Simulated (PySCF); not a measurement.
**AlC: frontier orbitals**

PBE0 at R = 1.969 Å; basis Al def2-TZVP, C def2-TZVP; no relativity; PySCF 2.14. State: ⁴Σ⁻ (quartet), unpaired electrons σ ↑, π ↑↑. Only the outer orbitals are listed, counted within each symmetry.

| spin | orbital | occ. | ε (eV) | on Al (%) | main shells (%) |
| --- | --- | --- | --- | --- | --- |
| α | 5σ | 1 | -17.17 | 17 | 81 C s, 9 Al s |
| α | 6σ | 1 | -9.49 | 48 | 47 Al s, 42 C p, 10 C s |
| α | 2π | 1 | -7.21 | 17 | 82 C p, 13 Al p |
| α | 2π | 1 | -7.21 | 17 | 82 C p, 13 Al p |
| α | 7σ | 1 | -6.43 | 68 | 40 Al s, 32 C p, 27 Al p |
| α | 3π | 0 | -1.42 | 91 | 88 Al p, 9 C p |
| α | 3π | 0 | -1.42 | 91 | 88 Al p, 9 C p |
| β | 5σ | 1 | -13.48 | 28 | 68 C s, 19 Al s |
| β | 6σ | 1 | -7.41 | 80 | 72 Al s, 14 C s |
| β | 2π | 0 | -2.66 | 63 | 61 Al p, 37 C p |
| β | 2π | 0 | -2.66 | 63 | 61 Al p, 37 C p |
| β | 7σ | 0 | -2.39 | 36 | 57 C p, 26 Al p, 9 Al s |

Question: Which are the highest filled and the lowest empty level, where do they sit, and how wide is the gap?

Answer: Highest filled α 7σ at -6.43 eV (in %: 40 Al s, 32 C p, 27 Al p); lowest empty β 2π at -2.66 eV (in %: 61 Al p, 37 C p); the gap at PBE0 is 3.77 eV.

The bond order (Mayer) is 1.31 and the ⟨S²⟩ is 3.755. The charge on Al (Mulliken, basis-dependent) is 0.24 and the charge on Al (Löwdin, basis-dependent) is 0.19. The dipole moment (positive dipole means Al(−)C(+)) is -1.75 D, the polarisability along the bond is 74.7 bohr³ and the polarisability across the bond is 43.5 bohr³.

The state is the lowest determinant that a PBE0 search found; another state may lie lower at other levels.
